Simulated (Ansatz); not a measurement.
MgO, pressure series

Base system: MgO in the rock salt structure (space group Fm-3m, No. 225; a = 4.2044 Å).

Cell and atoms are relaxed at each pressure.

The values are results of r2SCAN (Ansatz, a program for electronic structure, PAW, no spin-orbit coupling), not measurements.

```tsv
pressure (GPa)	volume per atom (Å³/atom)
-2	9.405
-1	9.347
0	9.290
3	9.130
15	?
30	8.107
50	7.610
75	7.143
100	6.780
```

Question: Fit the third-order Birch–Murnaghan form P(V) = (3B₀/2)[(V₀/V)^(7/3) − (V₀/V)^(5/3)]·[1 + (3/4)(B₀′ − 4)((V₀/V)^(2/3) − 1)] (squares taken in P) to the rows shown and predict the withheld row.

Answer: Least squares on the printed values gives V₀ = 9.290 Å³/atom, B₀ = 167 GPa, B₀′ = 4.1; this predicts 8.603 Å³/atom, and the run gives 8.603 Å³/atom, in agreement.

Measured bulk modulus of MgO: 169.8 GPa (static lattice; corrected from measurement; as listed in Daniel Mejia-Rodriguez, S. B. Trickey, Phys. Rev. B (2018)); the computed value is 2 % below it.

Load acts through the strain it causes; cell and atoms are relaxed under it. No phonon test of stability was made. No other phases were tried under pressure.
